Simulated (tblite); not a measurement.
C4H8ClF.
SMILES with atom numbers: `[CH3:1][CH:2]([CH3:3])[C@H:4]([F:5])[Cl:6]` (hydrogens: H7, H8, H9 on C1; H10 on C2; H11, H12, H13 on C3; H14 on C4)

Computed with GFN2-xTB (tblite), gas phase: nudged elastic band of 9 images (0 to 8), spring 0.2 eV/Å², climbing image at the end, force threshold 0.05 eV/Å. The top image wasn't refined or checked by frequencies; at this threshold it can lie a kcal/mol or more above the true saddle point of the method.

The band describes a rotation about C2–C4 (sp3 CH carbon, sp3 C–F carbon), followed by the dihedral C3–C2–C4–F5, from the optimised start (62°) to a second optimised geometry at 180°.

Question: Give the energy profile along the converged band.

Answer: 
```tsv
image	dihedral (°)	E (kJ/mol)	C2–C4 (Å)	C3···F5 (Å)	largest true force (eV/Å)
0	62	0.00	1.526	2.91	0.01
1	75	1.96	1.528	3.05	0.05
2	89	6.60	1.533	3.21	0.07
3	104	11.00	1.538	3.36	0.05
4	119	12.98	1.540	3.49	0.04
5	135	11.55	1.539	3.60	0.05
6	150	7.28	1.534	3.66	0.07
7	165	2.29	1.528	3.70	0.06
8	180	-0.42	1.525	3.71	0.01
```

Barriers of this band. The top is image 4 at 119°: 12.98 kJ/mol forward and 13.40 kJ/mol back; the end lies 0.42 kJ/mol below the start. The central bond is 0.014 Å longer at the top than at the start.

Question: What rate follows at 298 K for crossing this barrier forward?

Answer: Taking the electronic barrier for the free energy of activation (no zero-point or entropy terms, transmission 1), rate = (kT/h)·exp(−ΔE/kT) ≈ 3 × 10^10 s⁻¹, whose inverse is 3 × 10^-11 s. An error of 1 kcal/mol in the barrier changes this by a factor of 5, and the method and the loose band can each miss by that much or more.

Question: How long is the path, and how are the images spaced?

Answer: Cartesian distances between aligned neighbours (all atoms, Å): 0.47, 0.52, 0.53, 0.54, 0.54, 0.54, 0.55, 0.59; the sum is 4.28 Å, and the top lies 48 % of the way along.

The cost below is that of the whole band run. The run took 5.0 s of wall time on Intel Xeon at 2.50 GHz, one thread, shared host with 64 logical CPUs at a one-minute load of 59, and the process peaked at 0.18 GiB of memory.
